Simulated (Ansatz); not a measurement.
Ideal-gas functions of CHCl$_{3}$ at 600 K and 1 bar, from an Ansatz frequency run at PBE0-D4/def2-TZVP.

Molar mass 119.38 g/mol, point group C3v (symmetry number 3), electronic degeneracy 1, moments of inertia 154.837, 154.839, 298.578 u Å². Harmonic wavenumbers (cm⁻¹, unscaled): 261, 261, 371, 685, 781, 781, 1237, 1237, 3178.

Use S(trans) = R[1.5 ln M + 2.5 ln T − 1.1517]; rotational temperatures θ = 24.2544 K / I; S(rot) = R[ln(√π/σ · √(T³/θAθBθC)) + 1.5]; for each mode x = 1.438777 ν̃/T, S = R[x/(eˣ − 1) − ln(1 − e⁻ˣ)] and H = RT x/(eˣ − 1); 1 cm⁻¹ = 0.0119627 kJ/mol; R = 8.31446 J/(mol·K).

Task: By hand: the entropy, in J/(mol·K).

Result: Translation 183.0. Rotation: θ = 0.1566, 0.1566, 0.0812 K, giving 113.7. Vibration, mode by mode: 12.35, 12.35, 9.56, 5.06, 4.22, 4.22, 1.78, 1.78, 0.04, in all 51.3. Electronic 0.0. Sum 348.0 J/(mol·K).

Task: By hand: H − E and G − E in kJ/mol, counted from the electronic energy.

Result: Zero-point energy ½ × 8792 × 0.0119627 = 52.6; thermal vibration 17.3; translation, rotation and pV give 4 RT = 20.0. H − E = 89.9 kJ/mol, and G − E = 89.9 − 600 × 348.0/1000 = -118.9 kJ/mol.

Vibration gives 15 % of the entropy.
